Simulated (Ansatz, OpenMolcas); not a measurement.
# A ladder of methods for AlH2Cl (SMILES [H][Al]([H])[Cl])

The species is AlH2Cl (4 atoms), meant as a singlet with charge 0. SMILES: `[H][Al]([H])[Cl]`. The shape comes from GFN2-xTB, which is rough for such elements, and wasn't checked as a minimum.

```xyz
4

Al    0.0498    0.0829   -0.0022
H     1.5870    0.1095    0.0133
H    -0.6511    1.4514   -0.0195
Cl   -0.9857   -1.6439    0.0084
```

Each level gives the vertical ionisation energy (to the doublet cation) (eV). The values are calculated.

```tsv
level	kind	program	value (eV)	less FCI/STO-3G	CPU time (all runs)
SVWN5/STO-3G	LDA	Ansatz	8.60	-0.01	1.7 s
PBE/STO-3G	GGA	Ansatz	8.68	+0.07	2.8 s
M06-2X/STO-3G	hybrid meta-GGA	OpenMolcas	9.36	+0.75	11 s
r2SCAN0/STO-3G	hybrid meta-GGA	Ansatz	9.18	+0.57	6.8 s
CAM-B3LYP/STO-3G	range-separated hybrid	Ansatz	9.27	+0.66	3.4 s
wB97M-V/STO-3G	range-separated hybrid	Ansatz	9.29	+0.68	37 s
CCSD(T)/STO-3G	coupled cluster or CI	Ansatz	8.64	+0.03	0.64 s
CCSDT(Q)/STO-3G	coupled cluster or CI	Ansatz	8.61	0.00	1.2 s
FCI/STO-3G	exact in the basis	Ansatz	8.61	0.00	2 s
```

FCI/STO-3G is exact within its basis and frozen core, so for wave-function methods in that basis the difference is their error; functionals converge differently with the basis, so for them it is only a difference. The values span 8.60 to 9.36 eV. All rows use very small basis sets, so even the best lies far from the true value. Times are those of the runs behind each value, whatever else they computed, on shared processors of several kinds: orders of magnitude only.
